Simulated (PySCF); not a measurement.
Na₂, SMILES [Na][Na].

Coordinates come from a B3LYP-D3(BJ)/def2-TZVPD optimisation.

All values below come from C-PCM-B3LYP/def2-TZVPD (PySCF 2.14.0).

The values are the electrostatic part of the solvation free energy, E(continuum) − E(gas) at the gas-phase geometry, in a cavity of scaled van der Waals radii (PySCF's table); cavitation and dispersion terms are not included. A continuum can't describe solvent molecules that bind to the metal. In vacuum the orbital gap is 2.05 eV. The dipole moment in vacuum is 0.00 D.

```csv
solvent,ε,ΔG(elec) (kcal/mol),dipole (D),gap (eV)
water,78.36,-1.9,0.00,2.32
1-octanol,9.86,-1.7,0.00,2.29
diethylether,4.24,-1.4,0.00,2.24
```
